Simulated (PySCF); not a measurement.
Spin-rotation constants: `[H]/P=C(\C)OC`, C3H7OP

Geometry:
```json
{"atom": "C1", "x (Å)": "1.985", "y (Å)": "0.058", "z (Å)": "-0.019"}
{"atom": "O2", "x (Å)": "0.772", "y (Å)": "-0.651", "z (Å)": "-0.014"}
{"atom": "C3", "x (Å)": "-0.359", "y (Å)": "0.079", "z (Å)": "0.022"}
{"atom": "C4", "x (Å)": "-1.577", "y (Å)": "-0.794", "z (Å)": "-0.014"}
{"atom": "P5", "x (Å)": "-0.355", "y (Å)": "1.774", "z (Å)": "0.070"}
{"atom": "H6", "x (Å)": "2.782", "y (Å)": "-0.683", "z (Å)": "-0.035"}
{"atom": "H7", "x (Å)": "2.070", "y (Å)": "0.687", "z (Å)": "0.875"}
{"atom": "H8", "x (Å)": "2.051", "y (Å)": "0.705", "z (Å)": "-0.901"}
{"atom": "H9", "x (Å)": "-1.337", "y (Å)": "-1.759", "z (Å)": "0.428"}
{"atom": "H10", "x (Å)": "-1.884", "y (Å)": "-0.963", "z (Å)": "-1.047"}
{"atom": "H11", "x (Å)": "-2.405", "y (Å)": "-0.339", "z (Å)": "0.523"}
{"atom": "H12", "x (Å)": "-1.742", "y (Å)": "1.884", "z (Å)": "0.085"}
```

Computed with GIAO B3LYP/pcSseg-1 magnetisability, rotational g tensor and spin-rotation constants, non-relativistic, gas phase in PySCF. Geometry: GFN2-xTB.

Question: Give the nuclear spin-rotation constants along the inertial axes (H = +C I·J) beside the isotropic shieldings.

Answer: Rotational constants 4.7906, 3.8807, 2.2030 GHz. A star marks the isotopologue with that one atom substituted, in its own axes.
| atom | isotope | Caa (kHz) | Cbb (kHz) | Ccc (kHz) | mean (kHz) | σ (ppm) |
| --- | --- | --- | --- | --- | --- | --- |
| P5 | 31P | 11.748 | 6.017 | 2.796 | 6.854 | 249.5 |
| H6 | 1H | 0.251 | -0.376 | -0.229 | -0.118 | 27.5 |
| H7 | 1H | -0.421 | -0.217 | -0.026 | -0.221 | 27.9 |
| H8 | 1H | -0.425 | -0.245 | -0.009 | -0.226 | 27.9 |
| H9 | 1H | -0.346 | -0.108 | -0.192 | -0.215 | 29.7 |
| H10 | 1H | -0.497 | -0.363 | 0.053 | -0.269 | 28.8 |
| H11 | 1H | 0.073 | -0.429 | -0.180 | -0.179 | 29.1 |
| H12 | 1H | 0.281 | -0.361 | -0.258 | -0.113 | 27.7 |
| C1 | 13C* | 1.045 | 0.724 | 0.511 | 0.760 | 120.3 |
| O2 | 17O* | -1.326 | -1.345 | -0.166 | -0.946 | 111.7 |
| C3 | 13C* | 3.608 | 1.859 | 0.511 | 1.993 | -58.6 |
| C4 | 13C* | 0.828 | 0.531 | 0.449 | 0.603 | 148.1 |

For the geometry as given, no vibrational averaging.

Question: How do the rotational constants and the g tensor change when H6, H7, H8, H9, H10, H11, H12 are replaced by deuterium?

Answer: Constants 4.1272, 3.1439, 1.8677 GHz; g -0.0452, -0.0137, -0.0056, against -0.0537, -0.0158, -0.0066 before.
